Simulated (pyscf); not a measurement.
Thermochemistry of product channels of `[SnH3][SnH3]` + `[ClH]` on the singlet surface, in kJ/mol, from ωB97M-D3(BJ)/def2-TZVP energies (ideal gas, 1 atm, RRHO with modes under 100 cm⁻¹ raised to 100, one conformer, R ln 2 for chiral ones without a mode under 150 cm⁻¹). Structures and frequencies: ωB97X-D3(BJ)/def2-SVP in PySCF.

```
products                          ΔE  ΔH(298 K)  ΔG(600 K)  ΔG(1200 K)
-----------------------------  -----  ---------  ---------  ----------
`[Cl][SnH3]` + `[SnH4]`        -31.0      -33.3      -28.8       -20.2
`[Cl][SnH2][SnH3]` + `[H][H]`  -68.7      -71.1      -65.7       -64.4
```

These are energies of the channels, which say nothing of barriers. Elements past Kr carry the def2 core potentials, without spin-orbit coupling.
